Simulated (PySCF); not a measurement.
# Vibration and rotation of AlO

PBE0 constants of AlO, ²Σ⁺ (doublet), unpaired electrons σ ↑ (basis Al def2-TZVP, O def2-TZVP; no relativity; PySCF 2.14; masses 26.9815 and 15.9949 u):

```
ωe           : 968.0 cm⁻¹
ωexe         : 7.88 cm⁻¹
Be           : 0.6397 cm⁻¹
αe           : 0.00624 cm⁻¹
De to Al + O : 5.04 eV
```

Question: What force constant and bond length do these constants imply?

Answer: Reduced mass μred = 10.042 u; k = 5.8918×10⁻⁷·μred·ωe² (u, cm⁻¹, mdyn/Å) = 5.54 mdyn/Å; Re = √(16.8576/(μred·Be)) (u, cm⁻¹, Å) = 1.620 Å.

Question: Estimate the centrifugal constant D from the Kratzer relation and find the Dunham coefficient a1.

Answer: D = 4Be³/ωe² = 1.12e-06 cm⁻¹; a1 = −1 − αeωe/(6Be²) = -3.46.

The state is the lowest determinant that a PBE0 search found; another state may lie lower at other levels.
